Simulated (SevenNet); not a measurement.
## hcp Y

The numbers are results of the machine-learned potential SevenNet-l3i5 (trained on PBE and PBE+U data), not measurements.

Cell (relaxed at this level):

```
Y
1.0
    3.64657     0.00000     0.00000
   -1.82329     3.15803     0.00000
    0.00000     0.00000     5.71216
Y
2
Direct
  0.66667   0.33333   0.75000
  0.33333   0.66667   0.25000
```

```
Item                    Result
--------------------  --------
bulk modulus          39.7 GPa
elastic constant C11  55.5 GPa
elastic constant C12  27.7 GPa
elastic constant C13  32.9 GPa
elastic constant C33  63.2 GPa
elastic constant C44  15.2 GPa
```

Measured, for comparison: elastic constant C11 83.4 ± 0.2 GPa, elastic constant C12 29.1 ± 0.3 GPa, elastic constant C13 19 ± 4 GPa, elastic constant C33 80.1 ± 0.2 GPa, elastic constant C44 26.9 ± 0.06 GPa (0 K, extrapolated to 0 K; as tabulated in Elastic Constants of Yttrium Single Crystals in the Temperature Range 4.2-400 K). Computed (rounded) less measured: elastic constant C11 -33 %, elastic constant C12 -5 %, elastic constant C13 +73 %, elastic constant C33 -21 %, elastic constant C44 -43 %.

A machine-learned potential is trained on density-functional data: it inherits that level's misses and adds fitting errors of its own.

Elastic constants are with the ions relaxed.
